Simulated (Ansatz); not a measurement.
# A relaxation, step by step

CHO2 (SMILES O=[C-]O) (charge -1), singlet, PBE-D4/STO-3G (Ansatz 0.2.0). Settings:

```yaml
hamiltonian: {xc: pbe, dispersion: d4}
relax: {f_tol: 0.01, max_steps: 30, max_displacement: 0.5}
```

Start (the SMILES describes the start alone):

O1  (-0.030, 0.305, 1.245)
C2  (0.834, -0.427, 0.507)
O3  (0.202, -0.238, -0.833)
H4  (-0.702, 0.341, -0.791)
(Å)

```json
{"step": "1", "energy less the last (meV)": "399.7", "largest force component (eV/Å)": "3.730"}
{"step": "2", "energy less the last (meV)": "224.7", "largest force component (eV/Å)": "2.658"}
{"step": "3", "energy less the last (meV)": "94.1", "largest force component (eV/Å)": "1.617"}
{"step": "4", "energy less the last (meV)": "57.3", "largest force component (eV/Å)": "1.514"}
{"step": "5", "energy less the last (meV)": "3.3", "largest force component (eV/Å)": "0.265"}
{"step": "6", "energy less the last (meV)": "0.2", "largest force component (eV/Å)": "0.041"}
{"step": "7", "energy less the last (meV)": "0.1", "largest force component (eV/Å)": "0.016"}
{"step": "8", "energy less the last (meV)": "0.0", "largest force component (eV/Å)": "0.005"}
```

Step 3, positions (Å) and forces (eV/Å):

```csv
atom,x,y,z,Fx,Fy,Fz
O1,-0.006,0.328,1.293,1.095,-1.457,-1.617
C2,0.762,-0.420,0.507,-0.753,1.327,1.609
O3,0.242,-0.242,-0.924,-0.980,0.197,0.250
H4,-0.693,0.314,-0.747,0.638,-0.067,-0.243
```

Step 5, positions (Å) and forces (eV/Å):

```json
{"atom": "O1", "x": "-0.014", "y": "0.297", "z": "1.281", "Fx": "0.250", "Fy": "-0.252", "Fz": "-0.246"}
{"atom": "C2", "x": "0.782", "y": "-0.388", "z": "0.528", "Fx": "-0.232", "Fy": "0.257", "Fz": "0.265"}
{"atom": "O3", "x": "0.201", "y": "-0.263", "z": "-0.926", "Fx": "0.193", "Fy": "-0.190", "Fz": "-0.052"}
{"atom": "H4", "x": "-0.665", "y": "0.333", "z": "-0.754", "Fx": "-0.211", "Fy": "0.185", "Fz": "0.033"}
```

Step 7, positions (Å) and forces (eV/Å):

```
atom       x       y       z      Fx      Fy      Fz
  O1  -0.012   0.291   1.281   0.001   0.004   0.016
  C2   0.785  -0.382   0.531   0.006  -0.006   0.008
  O3   0.200  -0.270  -0.924   0.001   0.000  -0.014
  H4  -0.668   0.340  -0.760  -0.008   0.001  -0.010
```

Last step (8):

O1  (-0.011, 0.291, 1.284)
C2  (0.785, -0.382, 0.532)
O3  (0.200, -0.270, -0.924)
H4  (-0.670, 0.340, -0.763)
(Å)

The run took about 2.1 s on 2 CPU threads of an Arm Neoverse V2 (shared host).
